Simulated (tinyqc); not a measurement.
Inside a calculation. Method: UHF in the sto-6g basis, for NH3+, spin multiplicity 2. One step of it, computed by the program tinyqc.

Question. Orthogonalisation. S = U s U^T; symmetric (Loewdin) form X = U s^(-1/2) U^T, so that X^T S X = 1.

overlap S, order 1N 1s, 1N 2s, 1N 2px, 1N 2py, 1N 2pz, 2H 1s, 3H 1s, 4H 1s:
$$\begin{pmatrix}
1.000000 & 0.229416 & 0.000000 & 0.000000 & 0.000000 & 0.063181 & 0.063112 & 0.063112 \\
0.229416 & 1.000000 & 0.000000 & 0.000000 & 0.000000 & 0.509105 & 0.508801 & 0.508801 \\
0.000000 & 0.000000 & 1.000000 & 0.000000 & 0.000000 & 0.434637 & -0.217360 & -0.217360 \\
0.000000 & 0.000000 & 0.000000 & 1.000000 & 0.000000 & 0.000000 & 0.376217 & -0.376217 \\
0.000000 & 0.000000 & 0.000000 & 0.000000 & 1.000000 & -0.101791 & -0.101705 & -0.101705 \\
0.063181 & 0.509105 & 0.434637 & 0.000000 & -0.101791 & 1.000000 & 0.199514 & 0.199514 \\
0.063112 & 0.508801 & -0.217360 & 0.376217 & -0.101705 & 0.199514 & 1.000000 & 0.199516 \\
0.063112 & 0.508801 & -0.217360 & -0.376217 & -0.101705 & 0.199514 & 0.199516 & 1.000000
\end{pmatrix}$$

Give: eigenvalues of S; X.

Answer.

eigenvalues of S: [0.2626, 0.3586, 0.3589, 0.9402, 1.0318, 1.4416, 1.4419, 2.1645]

X, order 1N 1s, 1N 2s, 1N 2px, 1N 2py, 1N 2pz, 2H 1s, 3H 1s, 4H 1s:
$$\begin{pmatrix}
1.0237 & -0.1511 & 0.0000 & 0.0000 & 0.0064 & 0.0207 & 0.0207 & 0.0207 \\
-0.1511 & 1.4428 & 0.0001 & 0.0000 & -0.0830 & -0.3409 & -0.3405 & -0.3405 \\
0.0000 & 0.0001 & 1.1742 & 0.0000 & 0.0000 & -0.3359 & 0.1679 & 0.1679 \\
0.0000 & 0.0000 & 0.0000 & 1.1740 & 0.0000 & 0.0000 & -0.2906 & 0.2906 \\
0.0064 & -0.0830 & 0.0000 & 0.0000 & 1.0163 & 0.0672 & 0.0671 & 0.0671 \\
0.0207 & -0.3409 & -0.3359 & 0.0000 & 0.0672 & 1.2739 & -0.0547 & -0.0547 \\
0.0207 & -0.3405 & 0.1679 & -0.2906 & 0.0671 & -0.0547 & 1.2734 & -0.0546 \\
0.0207 & -0.3405 & 0.1679 & 0.2906 & 0.0671 & -0.0547 & -0.0546 & 1.2734
\end{pmatrix}$$
